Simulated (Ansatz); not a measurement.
Zinc-blende HgS (metastable phase): LO phonon frequency at L by level of theory

No measured value is used here.

| level (code) | value (cm⁻¹) | cell (Å³/atom) |
|---|---|---|
| LDA (Ansatz) | 297 | 24.54 |
| PBE (Ansatz) | 266 | 26.88 |
| HSE06 (Ansatz) | 291 | 25.97 |
| PBE0 (Ansatz) | 293 | 25.92 |

Density-functional levels without +SOC have no spin–orbit coupling. LDA, PBE: the solid has no gap at this level, which affects its response. Each level is taken at its own relaxed cell. K meshes differ between the levels. Ansatz's density-functional and Hartree–Fock values are scalar-relativistic unless marked +SOC, with PAW data made under PBE.

Ansatz is a program for electronic structure.
